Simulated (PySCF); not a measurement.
A species of formula C6H12 has this rotational fingerprint, computed with PySCF 2.14.0, PBE0-D3(BJ)/def2-SVP geometry optimisation, gas phase:

| Quantity | Value |
| --- | --- |
| Rotational constants | A = 4433, B = 2542, C = 2443 MHz |
| Dipole components | \|μa\| = 0.40 D, \|μb\| = 0.29 D, \|μc\| = 0.19 D |
| Inertial defect | -105.95 u·Å² |
| κ | -0.90 |

**Question.** Which candidate fits, each taken in the one conformer that was computed?
A. `[CH3:1][CH2:2]/[CH:3]=[CH:4]\[CH2:5][CH3:6]` with C1–C2–C3–C4 113°, C3–C4–C5–C6 113°
B. `[CH2:1]=[CH:2][C@H:3]([CH3:4])[CH2:5][CH3:6]` with C1–C2–C3–C4 -117°, C2–C3–C5–C6 -62°
C. `[CH2:1]1[CH2:2][CH2:3][CH2:4][CH2:5][CH2:6]1` with C6–C1–C2–C3 54°, C1–C2–C3–C4 -54°, C2–C3–C4–C5 54°, C3–C4–C5–C6 -54°
D. `[CH2:1]=[C:2]([CH3:3])[CH:4]([CH3:5])[CH3:6]` with C1–C2–C4–C5 112° (2,3-dimethyl-1-butene)

**Answer.** D. It is C=C(C)C(C)C, a near-prolate asymmetric top. The candidates at the same level (rigid rotor, commonest isotopes):

| SMILES | A (MHz) | B (MHz) | C (MHz) | μa (D) | μb (D) | μc (D) | Δ (u·Å²) | point group | rotor |
| --- | --- | --- | --- | --- | --- | --- | --- | --- | --- |
| C=C[C@H](C)CC | 3763 | 2991 | 1848 | 0.21 | 0.23 | 0.00 | -29.73 | C1 | asymmetric top |
| C1CCCCC1 | 4328 | 4326 | 2471 | 0.00 | 0.00 | 0.00 | -29.05 | D3d | oblate symmetric top |
| CC/C=C\CC | 8213 | 1550 | 1473 | 0.00 | 0.25 | 0.00 | -44.67 | C2 | near-prolate asymmetric top |
| C=C(C)C(C)C | 4433 | 2542 | 2443 | 0.40 | 0.29 | 0.19 | -105.95 | near Cs | near-prolate asymmetric top |

`C=C[C@H](C)CC` has C 24 % too low; `CC/C=C\CC` has A 85 % too high; `C1CCCCC1` has B 70 % too high. No structure here is proved a minimum.
